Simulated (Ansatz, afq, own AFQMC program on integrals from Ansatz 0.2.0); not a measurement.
Integrals from Ansatz 0.2.0, then the random walk in our own AFQMC program (afq).

```yaml
crystal:
  periodic: [false, false, false]
  atoms:
    - {symbol: Al, position_ang: [0.000000, 0.000000, 0.000000]}
    - {symbol: H, position_ang: [0.000000, 0.000000, 4.566000]}
basis:
  gaussian: {orbitals: aug-cc-pVDZ}
total_charge: -1
magnetization: {spin_polarized: false, initial_magnetization: 1}
correlation: {method: ccsd_t, electrons: outside_noble_gas, hamiltonian_folder: ham}
```

```sh
$ ansatz run in.yaml --threads 1 --pin off --events-out ev --progress --plain --max-ram 24576MiB --backend cuda --devices 0, --max-vram 18GiB
```

afq runs on the folder ham with

```
--method free --trial cid --walkers 50 --time-step 0.05 --max-blocks 120 --target-error 0.00108 --factor-cut 1e-05 --seed 8905 --times 0.0,0.5,1.0,2.0,3.0,4.0 --taylor-order 8
```

Times are imaginary, in 1/Eh. The walk had a cap of 60 s.

```
orbitals 31  electrons 3 2  factors 184 of 356
reference energy -242.36644017 Eh
CCSD correlation -0.09028419 Eh in 20 cycles, weight of the determinant in the CISD state 0.8528
repeat  energy at the last time / Eh  error
    10  -242.459623  0.000778
    20  -242.459116  0.000617
    30  -242.459471  0.000503
time / (1/Eh)  energy / Eh  error  mean overlap
  0.00  -242.456616  0.000124  1.1411
  0.50  -242.457974  0.000189  1.1406
  1.00  -242.458475  0.000209  1.1238
  2.00  -242.458988  0.000263  1.1421
  3.00  -242.459504  0.000385  1.1680
  4.00  -242.459539  0.000492  1.1601
energy -242.459539 +/- 0.000492 Eh
```

Question: Estimate how long the walk took on 1 × NVIDIA H100 80GB HBM3 with 2 threads of AMD EPYC 7R13 Processor (Zen 3) (shared host) (the card was shared).

Answer: 6.3 s of wall time.

The run passed its tests (error under three times the target), which doesn't prove that it has relaxed.

Against this walk (error 13.4 meV) on the same determinant: CCSD(T) 24.3 meV higher (within the noise), CCSDT(Q) 11.9 meV lower (within the noise), CCSDTQ 12.6 meV lower (within the noise), full CI 12.7 meV lower (within the noise). The error is statistical, and a free projection of finite length keeps a remainder of its start.

Cautions: remainder of the start not in the error; a spin-contaminated unrestricted determinant lies lower (UHF 298 meV lower, ⟨S²⟩ 1.64); strong correlation (T1 0.055, weight of the determinant 0.85, largest double 0.09); the time-step error isn't removed.

CCSDT and higher add their correlation energy to the determinant of the CCSD(T) run, since their own runs factorise the integrals more tightly (a shift of under 2 meV). A walk keeps the symmetry of its determinant, which the program's search chose and which needn't be the lowest solution, so a lower state of the same spin and another symmetry isn't excluded.
